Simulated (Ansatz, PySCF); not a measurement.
Gas-phase enthalpy of formation at 298 K, by the atomisation route, of NC=O (SMILES; CH3NO). Structures are relaxed separately at B3LYP-D3(BJ)/def2-TZVP in Ansatz (a program for electronic structure), one conformer each, not searched for the lowest. Cores are frozen in the correlated levels unless marked. Open shells are spin-unrestricted. No spin-orbit coupling. No relativistic terms. CBS(X,Y): correlation extrapolated as X^-3; Hartree-Fock from the larger set. [CCSD(T)-MP2]/basis is that difference in the basis named. Thermal terms are rigid-rotor harmonic-oscillator values from B3LYP-D3(BJ) frequencies (PySCF) at 298.15 K and 1 atm. 1 Eh = 627.5095 kcal/mol.

```json
[
 {"species": "NC=O", "count": "1", "E, RI-MP2/CBS(aug-cc-pVTZ,aug-cc-pVQZ)+[CCSD(T)-MP2]/aug-cc-pVTZ (Ansatz) (Eh)": "-169.73284", "E, PBE/def2-TZVPD (Ansatz) (Eh)": "-169.77916", "measured ΔHf at 0 K (kcal/mol)": "-", "H(298) - H(0) of the element (kcal/mol)": "-"},
 {"species": "C atom", "count": "1", "E, RI-MP2/CBS(aug-cc-pVTZ,aug-cc-pVQZ)+[CCSD(T)-MP2]/aug-cc-pVTZ (Ansatz) (Eh)": "-37.79159", "E, PBE/def2-TZVPD (Ansatz) (Eh)": "-37.79605", "measured ΔHf at 0 K (kcal/mol)": "169.98", "H(298) - H(0) of the element (kcal/mol)": "0.25"},
 {"species": "H atom", "count": "3", "E, RI-MP2/CBS(aug-cc-pVTZ,aug-cc-pVQZ)+[CCSD(T)-MP2]/aug-cc-pVTZ (Ansatz) (Eh)": "-0.49995", "E, PBE/def2-TZVPD (Ansatz) (Eh)": "-0.49962", "measured ΔHf at 0 K (kcal/mol)": "51.63", "H(298) - H(0) of the element (kcal/mol)": "1.01"},
 {"species": "N atom", "count": "1", "E, RI-MP2/CBS(aug-cc-pVTZ,aug-cc-pVQZ)+[CCSD(T)-MP2]/aug-cc-pVTZ (Ansatz) (Eh)": "-54.53190", "E, PBE/def2-TZVPD (Ansatz) (Eh)": "-54.53224", "measured ΔHf at 0 K (kcal/mol)": "112.53", "H(298) - H(0) of the element (kcal/mol)": "1.04"},
 {"species": "O atom", "count": "1", "E, RI-MP2/CBS(aug-cc-pVTZ,aug-cc-pVQZ)+[CCSD(T)-MP2]/aug-cc-pVTZ (Ansatz) (Eh)": "-75.00563", "E, PBE/def2-TZVPD (Ansatz) (Eh)": "-75.01069", "measured ΔHf at 0 K (kcal/mol)": "58.99", "H(298) - H(0) of the element (kcal/mol)": "1.04"}
]
```

Molecule: zero-point energy 28.41, H(298) - H(0) 2.93 kcal/mol. The route leaves out scalar relativity and anharmonic zero-point terms, the atoms' spin-orbit terms, and in the frozen-core level the core correlation. Atomic data: G2/97 table in ASE.

**Question.** Work out De, D0 and ΔHf at 0 and 298 K at both levels, and their errors against the measured value.

**Answer.** 
The atoms' values sum to 496.39 (0 K) and 5.36 (thermal), in kcal/mol.
- RI-MP2/CBS(aug-cc-pVTZ,aug-cc-pVQZ)+[CCSD(T)-MP2]/aug-cc-pVTZ: De = 567.19; D0 = 567.19 - 28.41 = 538.78; ΔHf(0 K) = 496.39 - 538.78 = -42.39; ΔHf(298 K) = -42.39 + 2.93 - 5.36 = -44.82; error +1.5.
- PBE/def2-TZVPD: De = 590.69; D0 = 590.69 - 28.41 = 562.28; ΔHf(0 K) = 496.39 - 562.28 = -65.89; ΔHf(298 K) = -65.89 + 2.93 - 5.36 = -68.32; error -22.0.
Measured: -46.3 kcal/mol (CRC Handbook, as tabulated in the package chemicals). This is an older compilation, not checked against later work.
